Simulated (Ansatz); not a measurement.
# BSiNH+ (triplet): from Hartree-Fock to the top rungs, def2-QZVPP

An exercise on one series of results from a longer session: the logs are not shown, and one member is left open.

Program: Ansatz 0.2.0, Gaussian basis. Level of theory: def2-QZVPP, core rule «outside noble gas», up to 7 orbitals frozen. These are calculated values, not measurements.

The runs, in order: UHF; ROHF; CCSD(T) on UHF.

2 further runs of the same task are left out: 2 set aside as unsound or not needed.

## The system

The geometry is a PBE0/def2-TZVP stationary point (not a proven minimum) of the parent state, kept for this charge and spin.

4 atoms, charge 1, spin multiplicity 3.

Atoms are counted from 1 here; the program's logs count them from 0.

Bond lengths: N1–B2 1.246 Å, N1–H4 0.993 Å, B2–Si3 1.991 Å. Angles: B2–N1–H4 180.0°, N1–B2–Si3 180.0°.

As a file:

```xyz
4
charge 1, multiplicity 3
N     0.0000    0.0000    0.8723
B     0.0000    0.0000   -0.3734
Si    0.0000    0.0000   -2.3642
H     0.0000    0.0000    1.8653
```

The first run:

Contents of in.yaml:

```yaml
crystal:
  periodic: [false, false, false]
  atoms:
    - {symbol: N, position_ang: [0.000000, 0.000000, 0.872300]}
    - {symbol: B, position_ang: [0.000000, 0.000000, -0.373400]}
    - {symbol: Si, position_ang: [0.000000, 0.000000, -2.364200]}
    - {symbol: H, position_ang: [0.000000, 0.000000, 1.865300]}
basis:
  gaussian: {orbitals: "def2-QZVPP.json"}
total_charge: 1
magnetization: {spin_polarized: true, initial_magnetization: 2}
hamiltonian: {xc: hf}
output: {orbitals: {seedname: orbitals}}
```

Run with:

```
> ansatz run in.yaml --threads 1 --pin off --events-out ev --progress --plain --max-ram 2393MiB
```

Among the steps run: UHF; ROHF; CCSD(T) on UHF.

One table of the session follows, with a row left open; its other results are not shown here.

It belongs to the step «Misses and costs». 

```
  method  from UCCSD(T) (kJ/mol)
    ROHF                 +1053.0
     UHF                       ?
    UMP2                  +135.8
   UCCSD                   +56.7
UCCSD(T)                       0
```

Estimate the missing values for UHF.

**Answer.** from UCCSD(T) (kJ/mol): +1033.5. In the column «from UCCSD(T) (kJ/mol)» it lies between UMP2 (+135.8) and ROHF (+1053.0).

Limits of these values: Warnings: spin contamination; coupled cluster took another determinant than the lowest.
